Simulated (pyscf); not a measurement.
A first-order saddle from PySCF, ωB97X-D3(BJ)/def2-SVP:

```
Si
N 1 1.7318
H 2 1.0146 1 121.97
H 2 1.0157 3 112.31 1 173.38
Si 1 2.3655 2 103.38 3 -173.89
H 5 1.4944 1 112.45 2 -125.23
H 5 1.4951 6 107.84 1 120.75
H 5 1.4957 6 108.63 7 117.06
Si 1 2.4995 2 117.04 3 63.63
H 9 1.4897 1 92.29 2 -179.85
H 9 1.4904 10 114.74 1 -98.27
H 9 1.5136 10 104.76 11 -112.53
Si 9 2.4994 10 119.17 12 -82.09
H 13 1.4901 9 96.37 10 52.92
H 13 1.4923 14 107.86 12 173.20
H 13 1.4925 14 110.90 15 117.17
```
Charge 0, spin multiplicity 1.

Surface: singlet, charge 0. Lowest wavenumbers (cm⁻¹): 177i, 79, 115, 130, 164.

Question: Name the species on either side of this saddle.

Answer: H₂N–Si(SiH₃)(SiH₃)–SiH₃ (SMILES N[Si]([SiH3])([SiH3])[SiH3]) <-> H₂N–Si:–SiH₃ (SMILES N[Si][SiH3]) [singlet] + H₃Si–SiH₃ (SMILES [SiH3][SiH3]), a 1,1-elimination read from left to right: Si–Si, Si–Si broken and Si–Si formed. At ωB97M-D3(BJ)/def2-TZVP it lies +42.1 kcal/mol from the left side and +7.9 kcal/mol from the right (each side as separated species at their lowest minima found). On the product side the descent ends in a complex, 6.3 kcal/mol under the separated species and 7.4 kcal/mol under the saddle at ωB97X-D3(BJ)/def2-TZVP. At ωB97X-D3(BJ) the barrier from the zero used here is 44.5 kcal/mol. H₂N–Si(SiH₃)(SiH₃)–SiH₃ lies 12.7 kcal/mol over its isomer H₃Si–NH–SiH(SiH₃)–SiH₃ (electronic energy, ωB97M-D3(BJ)). H₂N–Si:–SiH₃ [singlet] lies 11.8 kcal/mol over its isomer :HSi–NH–SiH₃ [singlet] (electronic energy, ωB97M-D3(BJ)). One saddle was located; it need not be the lowest between these sides.
